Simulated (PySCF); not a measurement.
Electric field gradients and quadrupole coupling constants

Compound: C4H6ClF.
Structure used (GFN2-xTB), in Å, numbered top down from 1:
```
atom  x, y, z in Å
F1    -0.267    0.014    1.867
C2    -0.028    0.004    0.511
C3     1.467    0.026    0.285
Cl4    1.865    0.032   -1.442
C5    -0.990   -0.773   -0.324
C6    -1.013    0.733   -0.340
H7     1.899    0.925    0.730
H8     1.927   -0.860    0.730
H9    -0.604   -1.296   -1.185
H10   -1.787   -1.285    0.192
H11   -1.825    1.233    0.163
H12   -0.643    1.247   -1.214
```

Field gradients from the PBE0/pcSseg-1 density (PySCF, non-relativistic), principal values in atomic units, ordered |Vxx| ≤ |Vyy| ≤ |Vzz|:

| atom | Vxx | Vyy | Vzz |
| --- | --- | --- | --- |
| Cl4 | -1.9377 | -2.0887 | 4.0264 |

Question: Find the asymmetry η = (Vxx − Vyy)/Vzz and the couplings χ = eQV/h (234.96 MHz × Q in barn × V in au), with Q(35Cl) = −0.0817 b.

Answer: 
```csv
atom,environment,nucleus,η,χzz (MHz),χxx (MHz),χyy (MHz)
Cl4,alkyl chlorine,35Cl,0.04,-77.29,37.20,40.10
```

The gradient is axial or nearly so (η below 0.05) at Cl4. 

Question: What is Vzz at Cl4 in SI units (1 au = 9.71736 × 10²¹ V/m²)?

Answer: 4.0264 au = 39.126 × 10²¹ V/m².

Question: And the gradient at the other heavy atoms, for which no coupling is worked out here?

Answer: 
```csv
atom,environment,Vzz (au),η
F1,alkyl fluorine,3.070,0.06
C2,sp3 C–F carbon,0.543,0.69
C3,sp3 C–Cl carbon,0.453,0.27
C5,three-membered-ring carbon,0.191,0.16
C6,three-membered-ring carbon,0.191,0.17
```

Were the hydrogens deuterons (Q(2H) = 0.00286 b), χzz would run from 197 kHz (H8 and H7) to 224 kHz (H11 and H10).

Geometry: GFN2-xTB, one conformer, isolated molecule. GFN2-xTB bond lengths can be off by several hundredths of an ångström, more for odd bonds, and the gradients follow them. With so small a basis the couplings can be 20 % off.
